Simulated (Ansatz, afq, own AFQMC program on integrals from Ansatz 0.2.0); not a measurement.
H3O⁻, triplet in 6-31++G** along one coordinate

```csv
atom,x (Å),y (Å),z (Å)
O,0.0539,-0.0023,0.0000
H,-0.2773,0.9344,0.0000
H,-0.2892,-0.4486,0.8837
H,-0.2892,-0.4486,-0.8837
```

The O1–H3 distance is changed with both sides rigid. Energies in mEh count from this geometry (1.048 Å) at the same level; the start stands on UHF, each point on the determinant named.

Basis 6-31++G**. Noble-gas cores (and the filled d shells of Ga–Kr and In–Xe) are frozen. Ansatz 0.2.0 and our own AFQMC program on the same integrals; the CISD trial comes from CCSD amplitudes, and released means the phaseless constraint is let go. ± is one standard error of the sampling.

Cautions, each for one point or more: lower spins were not checked; the ph-AFQMC/CISD walk drifts between its halves.

```
r(O1–H3) / Å  det.     T1  weight  ⟨S²⟩  B3LYP     HF  CCSD(T)
       0.923   UHF  0.017    0.93  2.00    7.1    0.2      5.5
       1.129   UHF  0.019    0.92  2.00    0.3    5.3      2.0
       1.462   UHF  0.022    0.92  2.00   -5.2    1.7     -0.9
       1.936   UHF  0.020    0.93  2.00  -14.0  -17.6    -14.1
       2.818   UHF  0.017    0.93  2.00  -14.9  -25.9    -19.7
```

(1) Estimate the curve of CCSDT(Q), counted from the same start.

Answers

(1) 
```csv
r(O1–H3) / Å,det.,T1,weight,⟨S²⟩,CCSDT(Q),ph-AFQMC/CISD,released AFQMC
0.923,UHF,0.017,0.93,2.00,5.6,7.0 ± 0.5,5.5 ± 0.8
1.129,UHF,0.019,0.92,2.00,2.0,2.1 ± 0.7,2.2 ± 0.7
1.462,UHF,0.022,0.92,2.00,-1.1,0.1 ± 0.7,-1.1 ± 0.8
1.936,UHF,0.020,0.93,2.00,-14.3,-13.2 ± 0.7,-14.2 ± 0.9
2.818,UHF,0.017,0.93,2.00,-19.8,-19.0 ± 0.8,-20.3 ± 0.9
```

Weight is that of the determinant in the CISD state; at the start T1 is 0.018 and the weight 0.93, and ⟨S²⟩ is 2.00. Symmetry can't show for every point that it stays on the start's state. Largest departures from CCSDT(Q), at the points where its series has closed: CCSD(T) 0.2 mEh at 1.462 (on UHF), ph-AFQMC/CISD 1.4 mEh at 0.923 (on UHF), released AFQMC -0.5 mEh at 2.818 (on UHF) (within the noise), HF -6.1 mEh at 2.818 (on UHF). The functionals aren't scored here. In this small basis the wave-function levels are far from their limit, so their gap to the functionals isn't the functionals' error.

A walk keeps the symmetry of its determinant, which the program's search chose and which needn't be the lowest solution, so a lower state of the same spin and another symmetry isn't excluded. Released energies are given only where the last usable release times agree within the noise; a slower fall can still hide under it.
